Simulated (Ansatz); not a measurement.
`CC(C)(C)Cl` → `C[C+](C)C` + Cl⁻  (heterolysis of the C–Cl bond)

Gas-phase electronic energies from Ansatz, PBE0-D4/def2-TZVP geometries. CCSD(T)/CBS adds triple-zeta CCSD(T) − MP2 to the extrapolated MP2 energy (def2 sets, frozen cores). This one scheme is used for every species, atoms too. Functionals use def2-TZVPP. HSE06 is defined as in plane-wave codes. Anions take the def2 sets with diffuse functions and neutrals don't, so finite-basis rows favour the anion.

`CC(C)(C)Cl`:

Cartesian coordinates in Å:
```
C -1.286 0.660 0.133
C -0.114 -0.241 -0.203
C 0.966 0.509 -0.957
C 0.440 -0.918 1.035
Cl -0.735 -1.550 -1.305
H -1.704 1.110 -0.769
H -2.075 0.102 0.639
H -0.950 1.462 0.797
H 0.566 0.958 -1.867
H 1.785 -0.157 -1.230
H 1.364 1.307 -0.323
H 0.824 -0.159 1.724
H 1.255 -1.595 0.778
H -0.336 -1.489 1.548
```

`C[C+](C)C`:

```xyz
13

C     1.274    0.616   -0.299
C     0.002   -0.017   -0.007
C    -0.095   -0.983    1.072
C    -1.173    0.337   -0.783
H     1.201    1.515   -0.909
H     1.890    0.753    0.593
H     1.815   -0.148   -0.894
H    -0.629   -0.446    1.879
H     0.864   -1.311    1.468
H    -0.756   -1.817    0.820
H    -2.026   -0.322   -0.643
H    -1.447    1.357   -0.456
H    -0.921    0.467   -1.841
```

CCSD(T)/CBS gives +684.7 kJ/mol.

Task: Another level gave +649.2 kJ/mol. Which?
A. HSE06-D4/def2-TZVPP
B. r2SCAN/def2-TZVPP
C. PBE-D4/def2-TZVPP
D. RPA@PBE/def2-TZVPP

Result: C. PBE-D4 649.2, RPA@PBE/def2-TZVPP 683.4, HSE06-D4 660.0, r2SCAN 644.7 kJ/mol.

Largest T1 diagnostic among the species: 0.014.

Leaving LDA and LC-ωPBE aside and taking each functional with its dispersion term where it has one, the values, not all of them listed here, spread over 46.2 kJ/mol, from BLYP-D4 to PBE-QIDH. LDA lies +42.3 kJ/mol from PBE without D4. From r2SCAN to r2SCAN0 (25 % exact exchange), in def2-TZVPP and without D4, ΔE moves by +8.5 kJ/mol.
